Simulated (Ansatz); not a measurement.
**C3H6O2: how energies converge with the basis set**

One table from this session's results is given with a row withheld; the runs are named, their logs left out.

Computed with Ansatz 0.2.0, Gaussian basis. Level: one geometry, several basis sets.

Levels to be run: PBE0-D4/def2-SVP; ωB97M-V/def2-SVP; PBE0-D4/def2-QZVPP; ωB97M-V/def2-QZVPP; the functionals' def2-TZVPP values are taken from earlier runs.

### Structure used throughout

The geometry comes from an earlier relaxation with PBE0-D4 in a triple-zeta def2 set; it is a stationary point, not always the lowest conformer.

SMILES `CC=C(O)O`, 11 atoms, charge 0, spin multiplicity 1.

Atoms are counted from 1 here; the program's logs count them from 0.

Bond lengths: C1–C2 1.492 Å, C1–H6 1.096 Å, C1–H7 1.094 Å, C1–H8 1.096 Å, C2–C3 1.331 Å, C2–H9 1.082 Å, C3–O4 1.344 Å, C3–O5 1.355 Å, O4–H10 0.963 Å, O5–H11 0.962 Å. Angles: C2–C1–H6 112.5°, C2–C1–H7 111.2°, C2–C1–H8 113.2°, H6–C1–H7 106.9°, H6–C1–H8 106.9°, H7–C1–H8 105.8°, C1–C2–C3 125.1°, C1–C2–H9 118.8°, C3–C2–H9 116.1°, C2–C3–O4 122.8°, C2–C3–O5 126.8°, O4–C3–O5 110.4°, C3–O4–H10 107.8°, C3–O5–H11 108.9°.

The first run:

in.yaml

```yaml
crystal:
  periodic: [false, false, false]
  atoms:
    - {symbol: C, position_ang: [-0.978589, -0.519694, 1.040314]}
    - {symbol: C, position_ang: [0.330700, 0.079548, 0.650082]}
    - {symbol: C, position_ang: [0.699673, 0.368037, -0.595853]}
    - {symbol: O, position_ang: [1.878279, 0.943058, -0.891802]}
    - {symbol: O, position_ang: [-0.018946, 0.153908, -1.724754]}
    - {symbol: H, position_ang: [-0.880818, -1.558162, 1.375669]}
    - {symbol: H, position_ang: [-1.439410, 0.037644, 1.861059]}
    - {symbol: H, position_ang: [-1.713951, -0.515957, 0.227865]}
    - {symbol: H, position_ang: [1.052315, 0.304701, 1.424642]}
    - {symbol: H, position_ang: [1.963313, 0.964623, -1.850338]}
    - {symbol: H, position_ang: [-0.827266, -0.314607, -1.496286]}
basis:
  gaussian: {orbitals: def2-SVP}
hamiltonian: {xc: pbe0, dispersion: d4}
output: {orbitals: {seedname: orbitals}}
```

Run with:

```
ansatz run in.yaml --threads 4 --pin off --events-out ev --progress --plain --max-ram 10444MiB
```

Steps of the session up to this table: PBE0-D4 in def2-SVP; ωB97M-V in def2-SVP; PBE0-D4 in def2-QZVPP; ωB97M-V in def2-QZVPP.

One of the session's tables, all rows but one given; the rest of the session is left out.

It belongs to the step «Functionals by basis». 

| functional | basis | HOMO (eV) | LUMO (eV) |
| --- | --- | --- | --- |
| PBE0-D4 | def2-SVP | -5.78 | 1.33 |
| PBE0-D4 | def2-TZVPP | -5.93 | 0.75 |
| PBE0-D4 | def2-QZVPP | -5.97 | 0.35 |
| ωB97M-V | def2-SVP | -8.00 | 3.05 |
| ωB97M-V | def2-TZVPP | ? | ? |
| ωB97M-V | def2-QZVPP | -8.21 | 1.59 |

**Question.** Estimate the row for ωB97M-V, def2-TZVPP.

**Answer.** HOMO (eV): -8.17; LUMO (eV): 2.26. In the column «HOMO (eV)» it lies between ωB97M-V, def2-QZVPP (-8.21) and ωB97M-V, def2-SVP (-8.00).
